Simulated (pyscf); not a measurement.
PySCF, gas phase, ωB97X-D3(BJ)/def2-SVP geometries. Correlated levels are frozen-core, on RHF or UHF. ΔMP2 is the change of the MP2 total energy from the triple- to the quadruple-zeta basis.

### Question
For the elementary gas-phase step O=Si(Cl)–Cl (SMILES O=[Si](Cl)Cl) + H₂O (SMILES O) -> O=Si(OH)–Cl (SMILES O=[Si](O)Cl) + HCl (SMILES Cl) (singlet surface; Cl–Si, H–O broken, O–Si, Cl–H formed), what barrier and reaction energy does CCSD(T)/def2-TZVPP + ΔMP2(QZVPP) give, measured from the separated reactants?

### Answer
ΔE‡ = 1.0 kcal/mol, ΔE = -6.0 kcal/mol. Zero-point energy shifts the barrier by -0.6 kcal/mol. It is a four-centre exchange, with an imaginary mode of 803i cm⁻¹. On the reactant side the descent ends in an adduct with a O–Si contact, 25.5 kcal/mol under the separated species and 24.5 kcal/mol under the saddle at ωB97X-D3(BJ)/def2-TZVP. On the product side the descent ends in a complex, 6.0 kcal/mol under the separated species and 9.8 kcal/mol under the saddle at ωB97X-D3(BJ)/def2-TZVP. What is counted as formed (O–Si) is already present as a longer contact in the reactant adduct; forming that adduct is a step of its own. At ωB97X-D3(BJ) the barrier from the zero used here is -1.1 kcal/mol. One saddle was located; it need not be the lowest between these sides. The CCSD(T) − MP2 part came from Ansatz, without density fitting, on the same reference.
